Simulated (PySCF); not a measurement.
trifluoromethane (CHF₃), SMILES FC(F)F. Atoms are numbered in the order given.

```xyz
5

F      1.0877     0.6280    -0.1284
C      0.0000     0.0000     0.3394
F      0.0000    -1.2559    -0.1284
F     -1.0877     0.6280    -0.1284
H      0.0000     0.0000     1.4297
```
Charge 0, spin multiplicity 1.

The structure is a stationary point at B3LYP-D3(BJ)/def2-TZVP.

Level of theory: PBE/pcJ-1 (PySCF).

Isotropic couplings with Fermi-contact, spin-dipole and both spin-orbit terms, one fixed conformer, no vibrational averaging. Isotopes: 13C, 19F, 1H.

```tsv
pair	bonds apart	J (Hz)
F1–C2	1	___
C2–F3	1	___
C2–F4	1	___
C2–H5	1	227.3
F1–F3	2	3.7
F1–F4	2	3.6
F1–H5	2	___
F3–F4	2	3.7
F3–H5	2	___
F4–H5	2	___
```

Question: Complete the blanks. (Estimate from the structure and the level; the computed values follow.)

Answer: 
- F1–C2, J (Hz): -390.5
- C2–F3, J (Hz): -390.5
- C2–F4, J (Hz): -390.5
- F1–H5, J (Hz): 83.6
- F3–H5, J (Hz): 83.6
- F4–H5, J (Hz): 83.6
